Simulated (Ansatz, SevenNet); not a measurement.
# Zinc-blende InSb, LO phonon frequency at L

Reference value: 161 cm⁻¹ (measured, temperature not stated, not corrected to a static lattice; as tabulated in Ioffe Institute, NSM Archive: InSb, mechanic properties page).

Problem. What do SevenNet-0, LDA, PBE, PBEsol, revPBE, RPBE, PBE-D3(BJ), r²SCAN, r²SCAN+rVV10, HSE06, PBE0, Hartree–Fock give, and how far is each from the reference?

Solution. 
```
level (code)           value (cm⁻¹)  cell (Å³/atom)  difference (%)
---------------------  ------------  --------------  --------------
SevenNet-0                      136           36.51           -15.5
LDA (Ansatz)                    159           33.54            -1.2
PBE (Ansatz)                    145           36.51            -9.9
PBEsol (Ansatz)                 154           34.63            -4.3
revPBE (Ansatz)                 140           37.48           -13.0
RPBE (Ansatz)                   139           37.87           -13.7
PBE-D3(BJ) (Ansatz)             156           35.03            -3.1
r²SCAN (Ansatz)                 165           34.00            +2.5
r²SCAN+rVV10 (Ansatz)           160           34.66            -0.6
HSE06 (Ansatz)                  158           35.07            -1.9
PBE0 (Ansatz)                   159           34.93            -1.2
Hartree–Fock (Ansatz)           165           36.35            +2.5
```

Once the reference is moved by up to 3.0 % (a margin picked here for doubts on the reference and the settings, and for temperature and zero-point motion) and values within 1.0 % count as equal, the nearest can be r²SCAN+rVV10 (-0.6 %), LDA (-1.2 %), PBE0 (-1.2 %), HSE06 (-1.9 %), r²SCAN (+2.5 %), Hartree–Fock (+2.5 %) or PBE-D3(BJ) (-3.1 %). Farthest off among them: SevenNet-0 (-15.5 %).

The reference isn't brought to a static lattice, while the calculations are for one, so the differences are not the levels' errors alone.  LDA, PBE, PBEsol, revPBE, RPBE, PBE-D3(BJ): the solid has no gap at this level, which affects its response. PBE-D3(BJ): the dispersion coefficients are held fixed in the derivatives. Values are at the level's own equilibrium cell; r²SCAN at the measured cell. Cutoffs and k meshes differ between the levels. Ansatz's density-functional and Hartree–Fock values are scalar-relativistic unless marked +SOC, with PAW data made under PBE.

Machine-learned potentials (SevenNet-0) are trained on DFT data: a solid inside that data is no test of them.

Differences are worked out from the printed values.

Ansatz is an electronic-structure program.
